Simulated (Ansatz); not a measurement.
Rock-salt HfC was calculated with BLYP in Ansatz (plane waves, PAW).

Run with plane-wave cutoff 520 eV, 24×24×24 k mesh, Fermi–Dirac smearing 0.064 eV (set by the program), scalar-relativistic PAW data made under PBE.

Cell (relaxed at this level):

```yaml
crystal:
  lattice:
    - [0.00000, 2.34991, 2.34991]
    - [2.34991, 0.00000, 2.34991]
    - [2.34991, 2.34991, 0.00000]
  atoms:
    - { symbol: Hf, position: [0.00000, 0.00000, 0.00000] }
    - { symbol: C, position: [0.50000, 0.50000, 0.50000] }
```

Task: Estimate the elastic constant C44, Voigt–Reuss–Hill shear modulus (Hill average), Poisson ratio, elastic constant C11 and elastic constant C12 that the calculation returns.

Result: 
- elastic constant C44 = 168 GPa
- Voigt–Reuss–Hill shear modulus (Hill average) = 170 GPa
- Poisson ratio = 0.192
- elastic constant C11 = 448 GPa
- elastic constant C12 = 105 GPa

Measured, for comparison: elastic constant C44 180 GPa, elastic constant C11 500 GPa (temperature not stated, not corrected to a static lattice; as tabulated in Wu et al. (2005), arXiv:cond-mat/0412374). Computed (rounded) less measured: elastic constant C44 -7 %, elastic constant C11 -10 %.

Elastic constants are with the ions relaxed.

Spin–orbit coupling is not included.

The computed numbers hold no vibrational or temperature effects.

Cost on a shared machine: about 11 core-minutes (a rough figure).

Ansatz is a program for electronic structure.
